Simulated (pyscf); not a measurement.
Single points on ωB97X-D3(BJ)/def2-SVP structures (PySCF, gas phase).

Q: Estimate by transition-state theory the rate constant of Cl–GaH₂ + CH₃• → H₃C–Cl + GaH₂• (doublet surface; Cl–Ga broken, C–Cl formed) at 600 K, with ωB97M-D3(BJ)/def2-TZVP energies (ideal gas, 1 atm, RRHO with modes under 100 cm⁻¹ raised to 100, one conformer, R ln 2 for chiral ones without a mode under 150 cm⁻¹; no tunnelling).

A: The electronic barrier is 26.3 kcal/mol and the thermal terms add +19.7, so ΔG‡ = 45.9 kcal/mol. With k_BT/h = 1.25e+13 s⁻¹ and RT = 1.192 kcal/mol, and a volume of 8.18e-20 cm³ per molecule at 1 atm, k = 1.9e-23 cm³ molecule⁻¹ s⁻¹. Wigner's tunnelling factor for 711i cm⁻¹ would be 1.12. A shift of 1 kcal/mol in the barrier changes k by a factor 2.3. On the reactant side the descent ends in a bound adduct (not fully relaxed), 9.2 kcal/mol under the separated species and 36.5 kcal/mol under the saddle at ωB97X-D3(BJ)/def2-TZVP. On the product side the descent ends in an adduct with a Cl–Ga contact, 9.6 kcal/mol under the separated species and 12.4 kcal/mol under the saddle at ωB97X-D3(BJ)/def2-TZVP. What is counted as broken (Cl–Ga) persists as a longer contact in the product adduct; parting that adduct is a step of its own. One saddle was located; it need not be the lowest between these sides. The angle at the transferred Cl is 134°. Elements up to Kr have no core potential and no relativistic terms here.
